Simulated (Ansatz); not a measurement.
The input, for Ansatz 0.2.0:

```yaml
crystal:
  periodic: [false, false, false]
  atoms:
    - {symbol: Cr, position_ang: [0.000000, 0.000000, 0.442662]}
    - {symbol: C, position_ang: [0.000000, 0.000000, -1.550744]}
    - {symbol: H, position_ang: [0.000000, 0.896854, -2.178296]}
    - {symbol: H, position_ang: [0.000000, -0.896854, -2.178296]}
basis:
  gaussian: {orbitals: def2-SVP}
total_charge: 1
magnetization: {spin_polarized: false, initial_magnetization: 3}
correlation: {method: ccsd_t, electrons: valence, diis_vectors: 1}
```

```sh
$ ansatz run in.yaml --threads 1 --pin off --events-out ev --progress --plain --max-ram 2393MiB
```

The program prints:

```
609 factors; integrals over basis functions are off by at most 5.7e-4 eV
mean field evaluation 1: about -29432.5186 eV, gradient 3.3e1 eV
mean field evaluation 2: about -29432.5843 eV, gradient 3.3e1 eV
mean field evaluation 4: about -29435.8810 eV, gradient 9.1e0 eV
mean field evaluation 8: about -29436.6383 eV, gradient 1.2e0 eV
mean field evaluation 16: about -29436.7041 eV, gradient 2.3e-1 eV
mean field evaluation 32: about -29405.5547 eV, gradient 8.3e1 eV
mean field evaluation 64: about -29436.1580 eV, gradient 1.4e-1 eV
mean field evaluation 96: about -29436.7118 eV, gradient 4.1e-3 eV
mean field evaluation 128: about -29435.7877 eV, gradient 3.1e-5 eV
mean field evaluation 160: about -29436.0637 eV, gradient 7.7e-1 eV
...
cycle 126  -12.24080067 eV  change   -7.6e-6 eV  update   8.0e-6
cycle 127  -12.24079757 eV  change    3.1e-6 eV  update   7.6e-6
cycle 128  -12.24080423 eV  change   -6.7e-6 eV  update   7.1e-6
cycle 129  -12.24080181 eV  change    2.4e-6 eV  update   6.8e-6
cycle 130  -12.24080785 eV  change   -6.0e-6 eV  update   6.4e-6
cycle 131  -12.24080550 eV  change    2.3e-6 eV  update   6.0e-6
cycle 132  -12.24081060 eV  change   -5.1e-6 eV  update   5.7e-6
cycle 133  -12.24080869 eV  change    1.9e-6 eV  update   5.4e-6
cycle   1  -12.24081032 eV  update   4.8e-6
cycle   2  -12.24081417 eV  change   -3.9e-6 eV  update   4.5e-6
perturbative correction -0.52412831 eV, -0.0192613602 hartree
WARN: the results are in doubt because among natural orbitals full CI differs from the method by -0.094 eV
Total energy: -29449.47675551 eV, -1082.2483091929 hartree
In doubt: among natural orbitals full CI differs from the method by -0.094 eV
```

Ran on 1 thread of Arm Neoverse V2, shared host: 84 s wall, 0.23 GiB peak host memory.
